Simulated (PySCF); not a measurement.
Shapes and spin states of SiH2

These are results of PBE0/[Si def2-TZVP, H def2-TZVP], no relativity, density fitting, PySCF, not measurements.

Relaxations began from a few typed shapes and spin states; open shells are unrestricted. The search is not exhaustive: other isomers or separated fragments can lie lower, and high-lying points may rest on an excited occupation.

Problem. Order these stationary points by electronic energy, lowest first, in kJ/mol from the lowest minimum.
A. singlet C2v: Si–H 1.526 Å (×2); H–Si–H 91.1°
B. singlet D∞h: Si–H 1.458 Å (×2); H–Si–H 180.0°
C. triplet C2v: Si–H 1.486 Å (×2); H–Si–H 118.7°
D. triplet D∞h: Si–H 1.460 Å (×2); H–Si–H 180.0°

Solution. A (0.0), C (62.8), D (156.1), B (287.6).

Problem. Which of them are minima?

Solution. By energy in kJ/mol, 0.0: minimum; 62.8: minimum; 156.1: saddle point, 2 imaginary modes; 287.6: saddle point, 1 imaginary mode.

Counting electrons, silicon keeps 2 of its valence electrons outside its bonds, so the VSEPR class is AX2E1 and the expected shape is bent (C2v), as computed.

The electron or spin density has lower symmetry than the nuclear frame for the singlet D∞h at 287.6 kJ/mol.
